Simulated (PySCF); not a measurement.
**A diatomic session: LiN**

An exercise on one series of results from a longer session: the logs are not shown, and one member is left open.

Method: Li jorge-DZP-DKH, N jorge-DZP-DKH, spin-free X2C with a Gaussian nucleus; program: PySCF 2.14.0.

Set-up of the first run:

The job is set up so:

```yaml
atoms: Li, N
charge: 0
basis: Li jorge-DZP-DKH, N jorge-DZP-DKH
Hamiltonian: spin-free X2C with a Gaussian nucleus
basis_functions: 30
electrons_treated: 10
masses_in_u: 7.0160, 14.0031
levels: PBE0, PBE, r²SCAN, MN15, LDA, BLYP, HF, MP2, SCS-MP2, CCSD, CCSD(T)
grid: 80 radial by 434 angular points
occupations: held fixed by the projection of orbital angular momentum
dissociation_limit: Li + N, each in its ground configuration
starting_distance_in_angstrom: 1.940
values_of_2S_to_try: 0, 2, 4
```

On the command line:

```bash
$ OMP_NUM_THREADS=1 python dia.py task.json out
```

Steps of the session up to this table: Input; The PBE0 curve of the state that the search chose; Other states along the same grid; PBE (GGA); r²SCAN (meta-GGA); MN15; LDA; BLYP (GGA); UHF (mean field); Adding correlation.

One of the session's tables, all rows but one given; the rest of the session is left out.

| level | Re (Å) | ωe (cm⁻¹) | De (eV) | μ (D) |
| --- | --- | --- | --- | --- |
| LDA | ? | ? | ? | ? |
| PBE | 1.941 | 593 | 1.73 | -5.96 |
| BLYP | 1.937 | 599 | 1.88 | -5.81 |
| r²SCAN | 1.948 | 566 | 1.40 | -6.34 |
| PBE0 | 1.916 | 628 | 1.43 | -6.70 |
| MN15 | 1.916 | 623 | 1.80 | -6.65 |

Q: Estimate the row for LDA from the others.

The run gave: Re (Å): 1.924; ωe (cm⁻¹): 602; De (eV): 1.93; μ (D): -5.89. In the column «Re (Å)» it lies between MN15 (1.916) and BLYP (1.937).

De is counted to Li + N in their ground configurations. No constants: UHF (no minimum is bracketed among the points kept).
